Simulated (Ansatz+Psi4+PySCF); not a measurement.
Two shapes of doublet LiO2.

Shape 1:

```xyz
3

Li    0.0000    0.0000    1.6300
O     0.6700    0.0000    0.0000
O    -0.6700    0.0000    0.0000
```

Shape 2:

```xyz
3

Li   -0.0158   -0.0127    1.6079
O     0.6716    0.0291    0.0073
O    -0.6755   -0.0268   -0.0122
```

Basis set: cc-pCVTZ on Li; cc-pVTZ on O (spherical functions). Frozen core: 2 orbitals. Correlation on ROHF uses semicanonical orbitals with singles. Charge 0, multiplicity 2.

Computed with Ansatz (development build ahead of 0.2.0) and Psi4 1.11; the reference of a correlated method needn't be the lowest determinant of its kind.

Q: Which shape is lower in energy, and by how much in each method?

A:

| method | E(2) − E(1) (eV) |
| --- | --- |
| ROHF | 0.011 |
| ROHF-MP2 | 0.075 |
| UHF-MP2 | -0.004 |
| ROHF-CCSD | -0.001 |
| ROHF-CCSD(T) | 0.000 |

Shape 1 is lower, bar methods that put the two within 0.005 eV. Caution for ROHF-MP2: the determinant breaks the point group; another reference gives a lower total. Caution for ROHF-CCSD, ROHF-CCSD(T): the determinant is a saddle point.
